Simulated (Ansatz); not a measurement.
Process, species as SMILES: [Cl][Al][Cl] → Al atom + 2 Cl atom
B3LYP-D3(BJ)/def2-TZVP geometries, fixed; electronic energies without zero-point terms.

Core correlation in the atomisation energy at CCSD(T) with Ansatz (a first-principles code), in kcal/mol: frozen core against 1s of Al to Cl frozen alone. Open shells are unrestricted.

| basis | functions, most | frozen core |
|---|---|---|
| cc-pV(D+d)Z | 69 | 170.37 |
| cc-pCVDZ | 81 | 166.78 |
| cc-pV(T+d)Z | 117 | 184.30 |
| cc-pCVTZ | 177 | 184.09 |
| cc-pwCVTZ | 177 | 184.80 |

### Question
How large is the core term in each set?

### Answer
The largest core-valence set, cc-pwCVTZ, gives a core term of -0.61 kcal/mol; the valence set cc-pV(T+d)Z, which lacks functions for the core, gives 2.77. By row: cc-pV(D+d)Z 1.01, cc-pCVDZ 0.50, cc-pV(T+d)Z 2.77, cc-pCVTZ -0.43, cc-pwCVTZ -0.61.
